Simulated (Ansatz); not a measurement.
SiH3O (SMILES O[SiH2]): where methods fail along a bond

SiH3O: 5 atoms, total charge 0, spin state doublet. SMILES: `O[SiH2]`. Geometry: relaxed at GFN2-xTB. This is one conformer, not always the lowest.

```xyz
5

O     0.5573   -0.4338    0.7985
Si    0.0019    0.3419   -0.5339
H     0.7257   -1.3707    0.8148
H    -1.2448   -0.2536   -1.0008
H    -0.0401    1.7160   -0.0786
```

The Si2–H5 distance is scanned; the parts on either side stay rigid. Basis STO-3G, 6 core orbitals frozen in the correlated methods; program Ansatz 0.2.0. FCI is exact within this basis and core. Energies in eV from each method's value at 1.448 Å; open shells run as named. The shape above is that at 1.448 Å.

```csv
distance (Å),U-revPBE,U-wB97X,U-wB97M-V,RPA@PBE,UCCSDTQ,FCI
1.448,0.00,0.00,0.00,0.00,0.00,0.00
1.810,0.83,1.07,1.04,0.90,0.96,0.96
2.172,2.28,2.83,2.71,2.44,2.46,2.46
2.896,3.72,4.06,3.88,3.56,3.45,3.46
3.621,3.85,4.03,3.93,3.42,3.47,3.47
```

Departure from the FCI curve at its largest: U-revPBE +0.38 eV at 3.62 Å; U-wB97X +0.60 eV at 2.90 Å; U-wB97M-V +0.46 eV at 3.62 Å; RPA@PBE +0.11 eV at 2.90 Å; UCCSDTQ within 0.005 eV. For the functionals part of the departure is owed to the small basis.
